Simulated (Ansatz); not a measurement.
# [AlH₂···H···H], doublet in cc-pVDZ: errors against full CI

All five atoms lie in one plane.

Geometry: a point of a hydrogen-transfer path between rigid fragments, not a stationary point.

```xyz
5

Al   -0.1112    0.0000    0.0000
H    -0.9041    1.3734    0.0000
H    -0.9041   -1.3734    0.0000
H     1.8708    0.0000    0.0000
H     2.9128    0.0000    0.0000
```

Basis cc-pVDZ; Ansatz 0.2.0. Correlated methods freeze the noble-gas cores, which leaves 7 electrons in 33 orbitals. R marks a restricted (for open shells ROHF) determinant, U an unrestricted one. Active spaces: pair = (3e, 3o) about the gap; valence = (7e, 8o) chosen from the atoms' valence shells.

Full CI is exact within this basis and frozen core; it isn't the basis-set limit. The frozen core follows each run's orbitals, which can shift R against U totals by a few meV.

For open shells CISD is restricted-active-space CI with the open shells as a complete middle space.

The UHF ⟨S²⟩ is 0.794 and the T1 diagnostic (RCCSD) is 0.0250. The largest doubles amplitude (RCCSD) is 0.043 and the T1 diagnostic (UCCSD) is 0.0214.

| level | E − E(full CI) (kcal/mol) | share of correlation (%) | wall time |
| --- | --- | --- | --- |
| RHF | 79.18 | 0.00 | – |
| UHF | 74.00 | 6.55 | – |
| RMP2 | 20.13 | 74.57 | – |
| UMP2 | 20.50 | 74.11 | – |
| CISD | 5.07 | 93.60 | 0.58 s |
| RCCSD | 1.54 | 98.06 | – |
| UCCSD | 1.49 | 98.12 | – |
| RCCSD(T) | 0.42 | 99.47 | 1.8 s |
| UCCSD(T) | 0.44 | 99.44 | 1.3 s |
| BCCD(T) | 0.42 | 99.46 | 0.86 s |
| RCCSDT | 0.04 | 99.95 | – |
| UCCSDT | 0.04 | 99.95 | – |
| RCCSDT(Q) | 0.01 | 99.99 | 4.6 s |
| UCCSDT(Q) | 0.01 | 99.99 | 4.4 s |
| RCCSDTQ | 0.00 | 100.00 | 14 s (H100) |
| UCCSDTQ | 0.00 | 100.00 | 11 s (H100) |
| CASSCF (pair space) | 62.31 | 21.30 | – |
| NEVPT2 (pair space) | 17.24 | 78.23 | 0.37 s |
| MRCISD (pair space) | 3.39 | 95.72 | – |
| MRCISD+Q (pair space) | -0.22 | 100.28 | 0.52 s |
| CASSCF (valence space) | 42.40 | 46.45 | – |
| NEVPT2 (valence space) | 13.81 | 82.56 | 2 s |
| MRCISD (valence space) | 1.74 | 97.81 | – |
| MRCISD+Q (valence space) | 0.16 | 99.80 | 2.6 s |

The correlation energy at full CI, counted from RHF, is -3.434 eV. That run took 19 s on 2 threads of AMD EPYC 7R13 with a shared H100 80 GB, shared host over 55,991,320 determinants.

Times hold each run's SCF and search for its determinant on a shared host, so for small cases they say little of a method's own cost; rows without a card ran on 1 thread of AMD EPYC 7R13.

Not variational, and here over 5 meV under the exact energy: MRCISD+Q (pair space).

The full-CI state has the irrep A1 of C2v, in the program's axes.

Natural occupations of full CI about the gap: 1.956 1.948 1.943 0.990 0.042 0.023 0.020 0.015 0.009 0.008; effectively unpaired electrons, Σ n²(2−n)², 1.04.
